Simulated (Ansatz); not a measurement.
Consider the substitution at a C–O bond: `CC(F)OC=N` + `OCS` → `N=CSCO` + `CC(O)F`.

Isolated molecules relaxed with PBE0-D4/def2-TZVP in Ansatz; ΔE leaves out vibrations. CCSD(T)/CBS adds triple-zeta CCSD(T) − MP2 to the extrapolated MP2 energy (def2 sets, frozen cores). DFT in def2-TZVPP. B3LYP here is the variant with VWN-RPA as its local correlation; programs differ in this. One conformer a species, not always the lowest.

| level | ΔE (kcal/mol) | difference from CCSD(T)/CBS |
| --- | --- | --- |
| PBE-D4 | -5.7 | -1.9 |
| r2SCAN-D4 | -4.6 | -0.8 |
| PBE0-D4 | -4.0 | -0.2 |
| B3LYP-D4 | -3.7 | 0.1 |
| ωB97X-V | -1.9 | 1.9 |
| ωB97M-V | -2.5 | 1.3 |
| B2PLYP | -3.3 | 0.5 |
| PBE | -5.2 | -1.4 |
| r2SCAN | -4.6 | -0.8 |
| PBE0 | -3.7 | 0.1 |
| B3LYP | -2.9 | 0.9 |
| HF/def2-TZVPP | 1.8 | 5.6 |
| MP2/def2-TZVPP | -4.4 | -0.6 |
| SCS-MP2/def2-TZVPP | -3.2 | 0.6 |
| CCSD/def2-TZVPP | -2.1 | 1.7 |
| CCSD(T)/def2-TZVPP | -3.2 | 0.6 |
| HF/def2-QZVPP | 2.1 | 5.9 |
| MP2/def2-QZVPP | -4.7 | -0.9 |
| SCS-MP2/def2-QZVPP | -3.5 | 0.3 |
| HF/CBS(def2) | 2.2 | 6.0 |
| MP2/CBS(def2) | -5.1 | -1.3 |
| CCSD/CBS(def2) | -2.8 | 1.0 |
| CCSD(T)/CBS | -3.8 | 0 |

Largest T1 diagnostic among the species: 0.014.

In def2-TZVPP, CCSD(T) changes the Hartree–Fock value by −5.0 kcal/mol (the triples alone add −1.1 kcal/mol) and MP2 by −6.2 kcal/mol. From PBE to PBE0 (25 % exact exchange), in def2-TZVPP and without D4, ΔE moves by +1.6 kcal/mol.
